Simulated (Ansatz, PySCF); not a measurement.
System: HO$_{2}$, net charge 0, doublet state. It need not be the lowest isomer of its formula. 
Coordinates optimised at B3LYP-D3(BJ)/def2-TZVP (Ansatz, an electronic-structure program):
```xyz
3

O      0.0587     0.7153    -0.0516
O      0.0423    -0.6096    -0.0011
H     -0.8076    -0.8455     0.4215
```
Charge 0, spin multiplicity 2.


Quantity: enthalpy of formation at 298 K (from the atomisation energy, B3LYP-D3(BJ)/def2-TZVP harmonic zero-point and thermal terms from PySCF, and the atoms' enthalpies of formation in the G2/97 table; no spin-orbit terms, and no core term in the frozen-core levels), in kcal/mol. Valence correlation only, unless marked. Open shells are spin-unrestricted. Spin-orbit coupling is left out. Non-relativistic. The coupled-cluster limit lacks core correlation, which all-electron functionals hold. Basis-set limits of correlation are two-point, X^-3; Hartree-Fock from the larger set. The bracket is a focal-point correction in the basis named.

| level | program | enthalpy of formation at 298 K (kcal/mol) |
|---|---|---|
| HF/STO-3G | Ansatz | 102.5 |
| HF/6-31G* | Ansatz | 112.7 |
| HF/aug-cc-pVDZ | Ansatz | 108.8 |
| HF/cc-pVTZ | Ansatz | 106.7 |
| HF/cc-pVQZ | Ansatz | 106.2 |
| HF/def2-QZVPP | Ansatz | 106.3 |
| SVWN5/def2-TZVPD | Ansatz | -57.0 |
| BLYP-D3(BJ)/def2-TZVPD | Ansatz + dftd3 | -10.3 |
| BP86-D3(BJ)/def2-TZVPD | PySCF + dftd3 | -18.8 |
| M06-L-D4/def2-TZVPD | PySCF + dftd4 | 6.5 |
| B97M-V/def2-TZVPD | Ansatz | 2.1 |
| r2SCAN0/def2-TZVPD | Ansatz | 13.1 |
| PW6B95-D3(BJ)/def2-TZVPD | PySCF + dftd3 | 2.1 |
| CAM-B3LYP-D3(BJ)/def2-TZVPD | Ansatz + dftd3 | -0.2 |
| B2PLYP-D3(BJ)/def2-TZVPD | Ansatz + dftd3 | 5.0 |
| MP2/aug-cc-pVDZ | Ansatz | 17.6 |
| CCSD/def2-QZVPPD | Ansatz | 13.8 |
| CCSD/CBS(aug-cc-pVTZ,aug-cc-pVQZ) | Ansatz | 10.8 |
| RI-MP2/CBS(aug-cc-pVTZ,aug-cc-pVQZ)+[CCSD(T)-MP2]/aug-cc-pVDZ | Ansatz | 2.5 |
| CCSD(T)/CBS(cc-pVTZ,cc-pVQZ) | Ansatz | 3.4 |
| CCSD(T)/CBS(aug-cc-pVTZ,aug-cc-pVQZ) | Ansatz | 2.8 |
